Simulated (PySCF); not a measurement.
These are PBE0-D4/def2-TZVP in PySCF values and carry that method's errors. All species are isolated molecules in the gas phase. 

Reference species (SMILES): `[OH]` (neutral, multiplicity 2).

```
Item                             Result
-----------------------------  --------
highest occupied spin orbital  -9.09 eV
```

Changed species: `[Br]` (radical fragment; the reference has radical fragment).

Task: Predict the effect on the highest occupied spin orbital.

Result: the highest occupied spin orbital goes up by 0.33 eV, to -8.76 eV.
